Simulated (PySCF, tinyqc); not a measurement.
Worked calculation: CISD on RHF in the sto-3g basis, frozen core, for LiH, spin multiplicity 1. The lowest restricted solution is unstable here: a spin-polarised one lies 0.0029 hartree lower (PySCF). Computed by tinyqc, a small Python program that keeps every step (integrals from PySCF). Settings: charge = 0, multiplicity = 1, basis = sto-3g, method = RHF, frozen orbitals = 1, energy threshold = 1e-10, iteration cap = 68, orthogonalisation = symmetric, start = atomic densities, DIIS depth = 6, ci = CISD, davidson = 1. Command: `OMP_NUM_THREADS=1 python tinyqc.py 31669 31670 out.jsonl` (the two numbers bound the seeds that draw the settings). One thread of a shared host (Intel(R) Xeon(R) Processor @ 2.60GHz), about 0.1 s of CPU time with the checks. The early iterations of the SCF are left out here.

## One-electron integrals

Geometry (angstrom):
```
atom         x         y         z
Li    0.000000  0.000000  0.000000
H     0.000000  0.000000  2.157000
```

Basis sto-3g: exponents (1/bohr^2) and contraction coefficients of normalised primitives:
```
element  l (shell)   exponent  coefficient
Li           s (1)  16.119575     0.154329
Li           s (1)   2.936201     0.535328
Li           s (1)   0.794651     0.444635
Li           s (2)   0.636290    -0.099967
Li           s (2)   0.147860     0.399513
Li           s (2)   0.048089     0.700115
Li           p (3)   0.636290     0.155916
Li           p (3)   0.147860     0.607684
Li           p (3)   0.048089     0.391957
H            s (1)   3.425251     0.154329
H            s (1)   0.623914     0.535328
H            s (1)   0.168855     0.444635
```

Overlap, kinetic and nuclear-attraction integrals over the contracted functions; the nuclear repulsion is the sum of Za Zb / Rab.

nuclear repulsion = 0.73599056 hartree

overlap S:
```
           1Li 1s    1Li 2s   1Li 2px   1Li 2py   1Li 2pz     2H 1s
1Li 1s   1.000000  0.241137  0.000000  0.000000  0.000000  0.019219
1Li 2s   0.241137  1.000000  0.000000  0.000000  0.000000  0.264082
1Li 2px  0.000000  0.000000  1.000000  0.000000  0.000000  0.000000
1Li 2py  0.000000  0.000000  0.000000  1.000000  0.000000  0.000000
1Li 2pz  0.000000  0.000000  0.000000  0.000000  1.000000  0.381668
2H 1s    0.019219  0.264082  0.000000  0.000000  0.381668  1.000000
```

kinetic energy T (hartree):
```
            1Li 1s     1Li 2s   1Li 2px   1Li 2py   1Li 2pz      2H 1s
1Li 1s    3.576786  -0.020237  0.000000  0.000000  0.000000  -0.007409
1Li 2s   -0.020237   0.102163  0.000000  0.000000  0.000000   0.013224
1Li 2px   0.000000   0.000000  0.319682  0.000000  0.000000   0.000000
1Li 2py   0.000000   0.000000  0.000000  0.319682  0.000000   0.000000
1Li 2pz   0.000000   0.000000  0.000000  0.000000  0.319682   0.055195
2H 1s    -0.007409   0.013224  0.000000  0.000000  0.055195   0.760032
```

nuclear attraction V (hartree):
```
            1Li 1s     1Li 2s    1Li 2px    1Li 2py    1Li 2pz      2H 1s
1Li 1s   -8.228212  -1.023501   0.000000   0.000000  -0.008862  -0.078216
1Li 2s   -1.023501  -1.442134   0.000000   0.000000  -0.090175  -0.418154
1Li 2px   0.000000   0.000000  -1.409652   0.000000   0.000000   0.000000
1Li 2py   0.000000   0.000000   0.000000  -1.409652   0.000000   0.000000
1Li 2pz  -0.008862  -0.090175   0.000000   0.000000  -1.478227  -0.610877
2H 1s    -0.078216  -0.418154   0.000000   0.000000  -0.610877  -1.962487
```

core Hamiltonian H = T + V (hartree):
```
            1Li 1s     1Li 2s    1Li 2px    1Li 2py    1Li 2pz      2H 1s
1Li 1s   -4.651425  -1.043739   0.000000   0.000000  -0.008862  -0.085625
1Li 2s   -1.043739  -1.339971   0.000000   0.000000  -0.090175  -0.404930
1Li 2px   0.000000   0.000000  -1.089970   0.000000   0.000000   0.000000
1Li 2py   0.000000   0.000000   0.000000  -1.089970   0.000000   0.000000
1Li 2pz  -0.008862  -0.090175   0.000000   0.000000  -1.158545  -0.555682
2H 1s    -0.085625  -0.404930   0.000000   0.000000  -0.555682  -1.202455
```

## Two-electron integrals

Functions are numbered as in S; the eight-fold symmetry (ij|kl) = (ji|kl) = (kl|ij) leaves the list below.

Two-electron integrals (ij|kl) in chemists' order, unique and non-zero (hartree):
```
(11|11) 1.680395   (21|11) 0.265420   (21|21) 0.049941   (22|11) 0.397727
(22|21) 0.092860   (22|22) 0.290562   (31|31) 0.008981   (32|31) 0.013788
(32|32) 0.064184   (33|11) 0.396640   (33|21) 0.092880   (33|22) 0.290497
(33|33) 0.312946   (41|41) 0.008981   (42|41) 0.013788   (42|42) 0.064184
(43|43) 0.016869   (44|11) 0.396640   (44|21) 0.092880   (44|22) 0.290497
(44|33) 0.279207   (44|44) 0.312946   (51|51) 0.008981   (52|51) 0.013788
(52|52) 0.064184   (53|53) 0.016869   (54|54) 0.016869   (55|11) 0.396640
(55|21) 0.092880   (55|22) 0.290497   (55|33) 0.279207   (55|44) 0.279207
(55|55) 0.312946   (61|11) 0.020108   (61|21) 0.003827   (61|22) 0.007332
(61|33) 0.007243   (61|44) 0.007243   (61|51) 0.000501   (61|52) 0.000978
(61|55) 0.007515   (61|61) 0.000326   (62|11) 0.080531   (62|21) 0.019189
(62|22) 0.068129   (62|33) 0.064162   (62|44) 0.064162   (62|51) 0.002958
(62|52) 0.021475   (62|55) 0.076003   (62|61) 0.001794   (62|62) 0.031714
(63|31) 0.001137   (63|32) 0.006182   (63|53) 0.002871   (63|63) 0.001672
(64|41) 0.001137   (64|42) 0.006182   (64|54) 0.002871   (64|64) 0.001672
(65|11) 0.110388   (65|21) 0.026464   (65|22) 0.096467   (65|33) 0.089836
(65|44) 0.089836   (65|51) 0.004544   (65|52) 0.033170   (65|55) 0.109642
(65|61) 0.002528   (65|62) 0.048127   (65|65) 0.073481   (66|11) 0.245261
(66|21) 0.059110   (66|22) 0.231413   (66|33) 0.211991   (66|44) 0.211991
(66|51) 0.008796   (66|52) 0.083780   (66|55) 0.270144   (66|61) 0.005577
(66|62) 0.141827   (66|65) 0.221014   (66|66) 0.774606
```

## Orthogonalisation

S = U s U^T; symmetric (Loewdin) form X = U s^(-1/2) U^T, so that X^T S X = 1.

eigenvalues of S: 0.517919  0.805302  1.000000  1.000000  1.182621  1.494158

X:
```
            1Li 1s     1Li 2s   1Li 2px   1Li 2py    1Li 2pz      2H 1s
1Li 1s    1.023435  -0.129604  0.000000  0.000000  -0.006209   0.018166
1Li 2s   -0.129604   1.055892  0.000000  0.000000   0.046457  -0.157629
1Li 2px   0.000000   0.000000  1.000000  0.000000   0.000000   0.000000
1Li 2py   0.000000   0.000000  0.000000  1.000000   0.000000   0.000000
1Li 2pz  -0.006209   0.046457  0.000000  0.000000   1.065184  -0.222146
2H 1s     0.018166  -0.157629  0.000000  0.000000  -0.222146   1.097016
```

## Iteration 8 (converged): orbitals

converged F (hartree):
```
            1Li 1s     1Li 2s   1Li 2px   1Li 2py    1Li 2pz      2H 1s
1Li 1s   -2.363992  -0.642671  0.000000  0.000000   0.014064  -0.053128
1Li 2s   -0.642671  -0.209261  0.000000  0.000000  -0.063597  -0.197225
1Li 2px   0.000000   0.000000  0.160530  0.000000   0.000000   0.000000
1Li 2py   0.000000   0.000000  0.000000  0.160530   0.000000   0.000000
1Li 2pz   0.014064  -0.063597  0.000000  0.000000   0.056049  -0.193185
2H 1s    -0.053128  -0.197225  0.000000  0.000000  -0.193185  -0.079638
```

Diagonalise F' = X^T F X, C = X C', fill 2 alpha and 2 beta electrons from the bottom; D = 2 C_occ C_occ^T. Each column has its largest component positive (the first on a tie).

F' = X^T F X (hartree):
```
           1          2         3         4          5          6
1  -2.310423  -0.360865  0.000000  0.000000   0.011526   0.021400
2  -0.360865  -0.039074  0.000000  0.000000   0.002843  -0.198325
3   0.000000   0.000000  0.160530  0.000000   0.000000   0.000000
4   0.000000   0.000000  0.000000  0.160530   0.000000   0.000000
5   0.011526   0.002843  0.000000  0.000000   0.148362  -0.233257
6   0.021400  -0.198325  0.000000  0.000000  -0.233257   0.060308
```

orbital energies (hartree): MO1 -2.366461, MO2 -0.236638, MO3 0.070864, MO4 0.160530, MO5 0.160530, MO6 0.391409

coefficients C:
```
               MO1        MO2        MO3        MO4       MO5        MO6
1Li 1s    0.991482  -0.149139  -0.215369   0.000000  0.000000   0.113669
1Li 2s    0.033280   0.500134   0.799157   0.000000  0.000000  -0.518476
1Li 2px   0.000000   0.000000   0.000000   0.933427  0.358767   0.000000
1Li 2py   0.000000   0.000000   0.000000  -0.358767  0.933427   0.000000
1Li 2pz  -0.004434   0.325400  -0.590322   0.000000  0.000000  -0.855441
2H 1s    -0.001532   0.596257  -0.204821   0.000000  0.000000   0.938346
```

D after iteration 8:
```
            1Li 1s     1Li 2s   1Li 2px   1Li 2py    1Li 2pz      2H 1s
1Li 1s    2.010560  -0.083187  0.000000  0.000000  -0.105851  -0.180889
1Li 2s   -0.083187   0.502482  0.000000  0.000000   0.325192   0.596314
1Li 2px   0.000000   0.000000  0.000000  0.000000   0.000000   0.000000
1Li 2py   0.000000   0.000000  0.000000  0.000000   0.000000   0.000000
1Li 2pz  -0.105851   0.325192  0.000000  0.000000   0.211809   0.388057
2H 1s    -0.180889   0.596314  0.000000  0.000000   0.388057   0.711050
```

Within a degenerate level the vectors are fixed only up to a rotation; this is one choice.

## Convergence

Stop when the energy changes by less than 1e-10 hartree and every element of the error matrix X^T (F D S - S D F) X is below 3e-06.

Course of the cycle:
```
iteration  E (hartree)     change  largest element of the error matrix
1          -7.63021484          -                             1.02e-01
2          -7.80161201  -1.71e-01                             7.91e-02
3          -7.81080210  -9.19e-03                             3.34e-02
4          -7.81290056  -2.10e-03                             5.96e-03
5          -7.81311643  -2.16e-04                             9.17e-04
6          -7.81312075  -4.32e-06                             6.96e-05
7          -7.81312077  -2.09e-08                             7.25e-07
8          -7.81312077  -3.34e-12                             6.48e-08
```

PySCF RHF in the same basis = -7.81312077 hartree

Converged in 8 iterations.

## Integrals over molecular orbitals

(pq|rs) = sum C_ip C_jq C_kr C_ls (ij|kl), one index at a time.

one-electron integrals over orbitals h = C^T H C (hartree):
```
           1          2          3          4          5          6
1  -4.642515   0.095628   0.161548   0.000000   0.000000  -0.052316
2   0.095628  -1.303498   0.013800   0.000000   0.000000   0.043424
3   0.161548   0.013800  -1.092957   0.000000   0.000000   0.019872
4   0.000000   0.000000   0.000000  -1.089970   0.000000   0.000000
5   0.000000   0.000000   0.000000   0.000000  -1.089970   0.000000
6  -0.052316   0.043424   0.019872   0.000000   0.000000  -1.014269
```

Two-electron integrals over orbitals (pq|rs), unique and non-zero (hartree); the lowest 1 orbital is frozen and left out:
```
(22|22) 0.450093    (32|22) -0.059977   (32|32) 0.021874    (33|22) 0.212973
(33|32) 0.014716    (33|33) 0.328106    (42|42) 0.021177    (43|42) 0.020368
(43|43) 0.041381    (44|22) 0.244400    (44|32) 0.013934    (44|33) 0.279502
(44|44) 0.312946    (52|52) 0.021177    (53|52) 0.020368    (53|53) 0.041381
(54|54) 0.016869    (55|22) 0.244400    (55|32) 0.013934    (55|33) 0.279502
(55|44) 0.279207    (55|55) 0.312946    (62|22) 0.107704    (62|32) -0.044902
(62|33) -0.018517   (62|44) -0.037341   (62|55) -0.037341   (62|62) 0.130800
(63|22) -0.058272   (63|32) 0.017878    (63|33) 0.036736    (63|44) 0.008259
(63|55) 0.008259    (63|62) -0.039654   (63|63) 0.031541    (64|42) -0.018385
(64|43) -0.011876   (64|64) 0.019180    (65|52) -0.018385   (65|53) -0.011876
(65|65) 0.019180    (66|22) 0.421739    (66|32) -0.049380   (66|33) 0.238706
(66|44) 0.258133    (66|55) 0.258133    (66|62) 0.097256    (66|63) -0.046618
(66|66) 0.417310
```

## CISD: determinants and Hamiltonian

one-electron integrals dressed by the frozen orbital, h + 2 (pq|11) - (p1|1q) (hartree):
```
           2          3          4          5          6
2  -0.686731   0.059977   0.000000   0.000000  -0.107704
3   0.059977  -0.333209   0.000000   0.000000   0.071642
4   0.000000   0.000000  -0.307093   0.000000   0.000000
5   0.000000   0.000000   0.000000  -0.307093   0.000000
6  -0.107704   0.071642   0.000000   0.000000  -0.321268
```

energy of the frozen orbital, 2 h_11 + (11|11) = -7.62574190 hartree

Hartree-Fock energy = -7.81312077 hartree

Slater-Condon rules over spin orbitals, with the nuclear repulsion and the energy of the frozen orbital added and E(HF) subtracted on the diagonal. Only determinants linked to the reference directly or through others are kept (one block of an abelian symmetry group), so some states are absent.

Occupation strings over the orbitals (2 doubly, a alpha, b beta, 0 empty; spin orbitals ordered 1a 1b 2a 2b ...): 220000 2ab000 2a000b 2ba000 2b000a 202000 20a00b 200200 200020 20b00a 200002

H - E(HF) between determinants (hartree):
```
           220000     2ab000     2a000b     2ba000     2b000a     202000     20a00b     200200
220000   0.000000   0.000000   0.000000   0.000000   0.000000   0.021874  -0.044902   0.021177
2ab000   0.000000   0.116403   0.013370  -0.021874   0.044902   0.074693   0.017878   0.020368
2a000b   0.000000   0.013370   0.337109   0.044902  -0.130800   0.017878   0.010597  -0.018385
2ba000   0.000000  -0.021874   0.044902   0.116403   0.013370  -0.074693   0.126221  -0.020368
2b000a   0.000000   0.044902  -0.130800   0.013370   0.337109  -0.017878   0.039654   0.018385
202000   0.021874   0.074693   0.017878  -0.074693  -0.017878   0.585058   0.108378   0.041381
20a00b  -0.044902   0.017878   0.010597   0.126221   0.039654   0.108378   0.507598  -0.011876
200200   0.021177   0.020368  -0.018385  -0.020368   0.018385   0.041381  -0.011876   0.622128
200020   0.021177   0.020368  -0.018385  -0.020368   0.018385   0.041381  -0.011876   0.016869
20b00a   0.044902   0.126221   0.039654   0.017878   0.010597  -0.108378  -0.031541   0.011876
200002   0.130800  -0.039654  -0.010448   0.039654   0.010448   0.031541   0.025024   0.019180

           200020     20b00a     200002
220000   0.021177   0.044902   0.130800
2ab000   0.020368   0.126221  -0.039654
2a000b  -0.018385   0.039654  -0.010448
2ba000  -0.020368   0.017878   0.039654
2b000a   0.018385   0.010597   0.010448
202000   0.041381  -0.108378   0.031541
20a00b  -0.011876  -0.031541   0.025024
200200   0.016869   0.011876   0.019180
200020   0.622128   0.011876   0.019180
20b00a   0.011876   0.507598  -0.025024
200002   0.019180  -0.025024   0.698143
```

## CISD: roots

Diagonalise (each vector has its largest component positive (the first on a tie)); all determinants have Ms = 0, so triplets appear too. The lowest singlet root is the correlation energy.

lowest roots of this matrix, relative to E(HF) (hartree): -0.035639  0.036621  0.063320  0.202570  0.426017  0.495087  0.537703  0.605259

lowest vectors:
```
           root 1     root 2     root 3     root 4
220000   0.964549   0.000000  -0.142031   0.000000
2ab000   0.071026   0.658165   0.637302   0.116238
2a000b   0.008653  -0.167788   0.076886   0.672555
2ba000  -0.071026   0.658165  -0.637302   0.116238
2b000a  -0.008653  -0.167788  -0.076886   0.672555
202000  -0.078928   0.000000  -0.265772   0.000000
20a00b   0.110481  -0.196638   0.190556  -0.184822
200200  -0.020614   0.000000  -0.011670   0.000000
200020  -0.020614   0.000000  -0.011670   0.000000
20b00a  -0.110481  -0.196638  -0.190556  -0.184822
200002  -0.167078   0.000000   0.110300   0.000000
```

<S^2> of these roots: 0.000000  2.000000  0.000000  2.000000  0.000000  0.000000  2.000000  0.000000

weight of the ground state by excitation level 0, 1, 2, ...: 0.930354  0.010239  0.059407

## The lowest root by the Davidson method

Start from the reference; add the residual divided by (theta - H_ii), orthogonalised, at each step.

Davidson iterations:
```
iteration  subspace  lowest Ritz value (hartree)  residual norm
1                 1                            0       1.50e-01
2                 2                  -0.03400433       1.76e-02
3                 3                  -0.03515228       1.49e-02
4                 4                  -0.03560519       3.83e-03
5                 5                  -0.03563858       5.46e-05
6                 6                  -0.03563858       2.01e-06
7                 7                  -0.03563858       1.05e-16
```
